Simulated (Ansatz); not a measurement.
Relaxation of the cluster Na2Li with UKS PBE0/def2-TZVP.

```sh
$ ansatz run in.yaml --threads 4 --pin off --events-out ev --progress --plain --max-ram 3916MiB
```

```yaml
crystal:
  periodic: [false, false, false]
  atoms:
    - {symbol: Li, position_ang: [-0.597680, 0.342150, -1.636660]}
    - {symbol: Na, position_ang: [1.282380, 0.761670, 0.230680]}
    - {symbol: Na, position_ang: [-0.684700, -1.103820, 1.405980]}
basis:
  gaussian: {orbitals: def2-TZVP}
magnetization: {spin_polarized: true, initial_magnetization: 1}
hamiltonian: {xc: pbe0}
scf: {omitted_lower_state_checks: [starts]}
output: {orbitals: {seedname: orbitals}}
relax: {f_tol: 0.02, max_steps: 100}
```

Run time 8 s (4 threads of Arm Neoverse V1 on a shared host).

Positions (Å) and forces (eV/Å) at steps 1, 2, 3, 4, 6 of 6:

```xyz
3
step=1 energy=-9030.2110 eV
Li   -0.598    0.342   -1.637   -0.279   -0.022   -0.365
Na    1.282    0.762    0.231    0.526    0.295    0.134
Na   -0.685   -1.104    1.406   -0.247   -0.272    0.231
3
step=2 energy=-9030.2914 eV
Li   -0.647    0.347   -1.719   -0.121    0.002   -0.184
Na    1.343    0.783    0.274    0.281    0.176    0.031
Na   -0.697   -1.130    1.446   -0.160   -0.178    0.153
3
step=3 energy=-9030.3354 eV
Li   -0.682    0.368   -1.819   -0.014    0.007   -0.036
Na    1.405    0.815    0.295    0.071    0.057   -0.018
Na   -0.723   -1.183    1.524   -0.057   -0.063    0.054
3
step=4 energy=-9030.3394 eV
Li   -0.679    0.408   -1.901    0.031    0.000    0.046
Na    1.441    0.850    0.271   -0.048   -0.023   -0.021
Na   -0.762   -1.258    1.629    0.018    0.023   -0.025
3
step=6 energy=-9030.3425 eV
Li   -0.663    0.390   -1.839   -0.003   -0.004    0.003
Na    1.429    0.851    0.251    0.007    0.005    0.001
Na   -0.765   -1.241    1.588   -0.004   -0.001   -0.004
```

The structure comes from a short search, and lower isomers may exist.
